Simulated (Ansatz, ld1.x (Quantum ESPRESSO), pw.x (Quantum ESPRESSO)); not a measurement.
# Ba (Z = 56) (sc): variants of one TM potential in the solid

```
Element                 : barium
Generator               : ld1.x (Quantum ESPRESSO) 7.5
Type                    : norm-conserving Troullier–Martins (Kleinman–Bylander form)
Functional              : LDA (PW92)
Relativity              : scalar-relativistic
Frozen core             : [Xe]
Valence charge          : 2
Reference configuration : 5d0 6s2 6p0
Partial waves           : 6p (bound, empty): rc 4.20 bohr; 5d (bound, empty): rc 3.55 bohr; 6s (bound): rc 3.75 bohr
Local potential         : the s channel
Core correction         : Bessel-smoothed model core inside 3.20 bohr
```

Crystal test: sc Ba in pw.x 7.5, no spin, 9³ k-points, Fermi–Dirac smearing 0.01 Ry, cutoffs set for each file from its atomic test. The reference is all-electron LAPW (Ansatz 0.2.0) with the same functional, mesh and smearing; V0 and B0 come from Birch–Murnaghan fits to the pressures at five volumes. Errors are pseudo minus all-electron; Δ is the rms difference of the E(V) curves that follow from these fits, minima aligned, over ±6 % about the mean V0. Mesh and smearing are coarse, so the numbers serve the comparison and aren't converged zero-temperature values; the lattice is a test structure that the element need not adopt.

All-electron: a0 = 3.711 Å (V0 = 51.10 Å³/atom), B0 = 8.5 GPa.

Base: The largest radius (4.20 bohr) exceeds half the bond length (3.50 bohr), so the spheres overlap, which is one possible source of error among others. This is a poor potential for the solid.

A dash in a converged row means that the minimum lies outside the volumes sampled.

| change | cutoffs (Ry) | pw.x | a0 (Å) | a0 error (%) | B0 error (%) | Δ (meV/atom) | mean pressure error (GPa) |
| --- | --- | --- | --- | --- | --- | --- | --- |
| base | 50/200 | converged | 3.753 | +1.14 | -15.6 | 3.0 | +0.24 |
| core correction none | 35/140 | converged | – | – | – | – | -2.51 |
| core correction Bessel-smoothed model core inside 1.80 bohr | 50/200 | converged | 3.755 | +1.19 | -16.5 | 3.1 | +0.25 |
| core correction Bessel-smoothed model core inside 2.72 bohr | 50/200 | converged | 3.755 | +1.20 | -16.5 | 3.1 | +0.25 |
| core correction Bessel-smoothed model core inside 4.30 bohr | 50/200 | converged | 3.715 | +0.11 | -14.1 | 0.4 | +0.01 |

Task: Give the row for: core correction Bessel-smoothed model core inside 3.54 bohr.

Result: pw.x: converged; mean pressure error (GPa): +0.21; a0 (Å): 3.749; a0 error (%): +1.02; B0 error (%): -15.1; Δ (meV/atom): 2.7.
